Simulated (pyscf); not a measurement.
Single points on ωB97X-D3(BJ)/def2-SVP structures (PySCF, gas phase). MP2 and CC: frozen core, UHF for open shells. ΔMP2 is the change of the MP2 total energy from the triple- to the quadruple-zeta basis.

Q: For HO–Si:–OH [singlet] -> O=SiH–OH, a hydrogen shift (singlet surface; H–O broken, H–Si formed), PBE/def2-TZVP gives ΔE‡ = 53.7 kcal/mol and ΔE = +6.6 kcal/mol (zero: the reactant's lowest minimum found). In which direction and how far do r²SCAN/def2-TZVP, B3LYP-D3(BJ)/def2-TZVP, CCSD(T)/def2-TZVPP + ΔMP2(QZVPP) move these?

A: r²SCAN: ΔE‡ = 56.5 kcal/mol, ΔE = +4.4 kcal/mol; B3LYP-D3(BJ): ΔE‡ = 61.3 kcal/mol, ΔE = +7.2 kcal/mol; CCSD(T): ΔE‡ = 62.7 kcal/mol, ΔE = +8.1 kcal/mol. PBE's barrier lies under all of them, by 2.9 to 9.0 kcal/mol. Its reaction energy lies among theirs. Low barriers are usual for a GGA, whose delocalisation error favours stretched bonds. The same reactants have a lower exit, to H₂O + O=Si: [singlet] (barrier +41.8 kcal/mol at ωB97M-D3(BJ), against +64.9 kcal/mol here). This is the saddle that the search found; another between the same sides may lie lower. The CCSD(T) − MP2 part came from Ansatz, without density fitting, on the same reference.
